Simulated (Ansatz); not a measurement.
Ideal-gas functions of `C=C1CO1` at 600 K and 1 bar, from an Ansatz frequency run at PBE0-D4/def2-TZVP.

Molar mass 56.06 g/mol, point group Cs (symmetry number 1), electronic degeneracy 1, moments of inertia 20.702, 68.444, 85.706 u Å². Harmonic wavenumbers (cm⁻¹, unscaled): 383, 402, 726, 773, 820, 913, 1016, 1060, 1103, 1148, 1216, 1432, 1499, 1901, 3122, 3186, 3216, 3283.

Use S(trans) = R[1.5 ln M + 2.5 ln T − 1.1517]; rotational temperatures θ = 24.2544 K / I; S(rot) = R[ln(√π/σ · √(T³/θAθBθC)) + 1.5]; for each mode x = 1.438777 ν̃/T, S = R[x/(eˣ − 1) − ln(1 − e⁻ˣ)] and H = RT x/(eˣ − 1); 1 cm⁻¹ = 0.0119627 kJ/mol; R = 8.31446 J/(mol·K).

Problem. By hand: the entropy, in J/(mol·K).

Solution. Translation 173.6. Rotation: θ = 1.1716, 0.3544, 0.283 K, giving 105.9. Vibration, mode by mode: 9.31, 8.93, 4.68, 4.28, 3.91, 3.28, 2.70, 2.49, 2.29, 2.11, 1.85, 1.22, 1.08, 0.49, 0.04, 0.03, 0.03, 0.03, in all 48.8. Electronic 0.0. Sum 328.3 J/(mol·K).

Problem. By hand: H − E and G − E in kJ/mol, counted from the electronic energy.

Solution. Zero-point energy ½ × 27199 × 0.0119627 = 162.7; thermal vibration 19.0; translation, rotation and pV give 4 RT = 20.0. H − E = 201.7 kJ/mol, and G − E = 201.7 − 600 × 328.3/1000 = 4.7 kJ/mol.

Vibration gives 15 % of the entropy.
